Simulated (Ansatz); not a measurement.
Results of RPBE (plane waves, PAW; Ansatz, an electronic-structure program) for zinc-blende CdSe.

Total energies, extrapolated to zero smearing (they compare only within this program, potentials and cutoff; free atoms with spin allowed, lowest state found):

```csv
system,energy (eV/atom)
"zinc-blende CdSe, relaxed",-6869.5798
free Cd atom,-8262.3348
free Se atom,-5472.8891
```

Problem. Work out the cohesive energy per atom.

Solution. E_coh = [1 × (-8262.3348) + 1 × (-5472.8891)]/2 − (-6869.5798) = 1.97 eV/atom. The reference value is 2.46 eV/atom (measured, temperature not stated, not corrected to a static lattice; as tabulated in Verma et al. (2010), arXiv:1001.1248), a difference of -0.49 eV/atom.

The PAW data were made under PBE.

Note: the cell is over a tenth larger than the published one: the level's own overestimate first of all, though another phase or state, or a fault of the published cell, is possible.
